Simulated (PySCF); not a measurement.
Work out the structure from these simulated measurements.

Formula: C4H12NP.

| Quantity | Value |
| --- | --- |
| Triplet | lowest triplet excitation (Tamm–Dancoff): 4.62 eV [TDA CAM-B3LYP/def2-SVPD] |
| 13C NMR | chemical shifts (computed TMS as zero) by class: 43.4 (1 C), 20.1 (1 C), 20.0 (2 C) ppm [GIAO PBE0/pcSseg-1] |
| Rotational structure | rotational constants A, B, C: 3.726, 2.302, 1.622 GHz [GFN2-xTB] |
| UV, first state | lowest singlet excitation: 5.41 eV (229 nm, f = 0.028) [TDDFT CAM-B3LYP/def2-SVPD] |
| NMR, other nuclei | isotropic shieldings of nuclei other than C and H, by class: 235 (1 N), 275 (1 P) ppm [GIAO PBE0/pcSseg-1] |
| UV, strongest line | among the 8 lowest singlet transitions: S5 at 7.04 eV (176 nm, f = 0.104) [TDDFT CAM-B3LYP/def2-SVPD] |

Gas-phase values; electronic properties from PySCF, density fitting. Levels stand in brackets. The structure is a single GFN2-xTB conformer in the gas phase; no vibrational or solvent corrections. Each NMR value is the plain mean over a class of atoms that symmetry, rotation or inversion makes alike.

**Question.** What is the compound? Reason from the data.

**Answer.** Numbering: `[CH3:1][CH:2]([CH3:3])[P:4]([CH3:5])[NH2:6]`. 4 carbons fall into 3 classes; from least to most shielded: sp3 carbon bound to phosphorus [C2] (43.4 ppm), sp3 carbon bound to phosphorus [C5] (20.1 ppm), methyl carbon [C1/C3] (20.0 ppm, 2 C, up to 2.4 ppm apart in this geometry). The other shieldings belong to: 235 ppm, nitrogen bonded to P and 2 H [N6]; 275 ppm, three-coordinate phosphorus [P4]. The optimised geometry has point group C1 and is an asymmetric top. Structure: `CC(C)P(C)N`. Computed isomers that give other values at the same levels: `CN(C)P(C)C` (smallest rotational constant: 1.706 GHz; this holds for the one conformer computed); `CCN(P)CC` (13C chemical shifts (computed TMS as zero) by class: 57.6 (2 C), 17.0 (2 C) ppm); `CPCN(C)C` (13C chemical shifts (computed TMS as zero) by class: 62.2 (1 C), 48.7 (2 C), 6.2 (1 C) ppm). The assignments are read from this structure; whether some other isomer fits the data as well wasn't checked.

The values belong to the conformer `[CH3:1][CH:2]([CH3:3])[P:4]([CH3:5])[NH2:6]`: C1–C2–P4–C5 -70°, H–N6–P4–C2 -81°, H–N6–P4–C2 162°.
